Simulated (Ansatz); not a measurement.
Geometry optimisation, RKS r2SCAN-D4/def2-SVP (Ansatz 0.2.0).

The input (input.yaml):

```yaml
crystal:
  periodic: [false, false, false]
  atoms:
    - { symbol: B, position_ang: [0.0, 0.0, 0.0] }
    - { symbol: Cl, position_ang: [0.0, 0.0, 2.21] }
    - { symbol: H, position_ang: [1.0305, 0.0, -0.595] }
    - { symbol: O, position_ang: [-1.2211, 0.0, -0.705] }
    - { symbol: H, position_ang: [-1.7308, -0.8467, -0.4965] }
    - { symbol: H, position_ang: [-0.1864, 1.4017, 0.4698] }
    - { symbol: H, position_ang: [-0.166, 1.2482, 1.3665] }
basis:
  gaussian: { orbitals: def2-SVP }
hamiltonian:
  xc: r2scan
  dispersion: d4
relax:
  f_tol: 0.15
  max_steps: 25
  restrain:
    - { distance: [0, 5], at: 1.19, k: 30.0 }
    - { distance: [6, 1], at: 1.37, k: 30.0 }
    - { distance: [0, 1], at: 3.06, k: 30.0 }
    - { distance: [6, 5], at: 1.86, k: 30.0 }
```

Run as:

```bash
$ ansatz run input.yaml --threads 2 --pin off --max-ram 3072MiB --backend cpu --events-out ev --progress --plain --runs-dir out
```

**Question.** Where does it end, and by what steps?

**Answer.** The run converged. The restraints hold the end off the free minimum. After 10 steps the energy has fallen by 2.103 eV (the restraints' own energy left out); B1 moved furthest, 0.54 Å.

```tsv
step	energy less start (eV)	largest force component (eV/Å)	accepted
0	0.0000	3.466	yes
1	-0.3879	4.365	yes
2	-1.0682	2.932	yes
3	-1.6227	1.043	yes
4	-1.8620	0.865	yes
5	-1.9143	2.739	yes
6	-2.0070	1.465	yes
7	-2.0932	0.752	yes
8	-2.1032	0.643	yes
9	-2.0606	1.264	no
10	-2.1028	0.745	yes
```

```xyz
7
Properties=species:S:1:pos:R:3
B -0.151 0.387 -0.345
Cl 0.079 0.107 2.695
H 0.823 -0.291 -0.579
O -1.409 -0.054 -0.532
H -1.446 -0.969 -0.834
H -0.048 1.528 0.019
H -0.121 1.095 1.825
```

Run time: 18 s on 2 threads of Arm Neoverse V1, with other jobs on the host, peak memory 0.14 GiB.
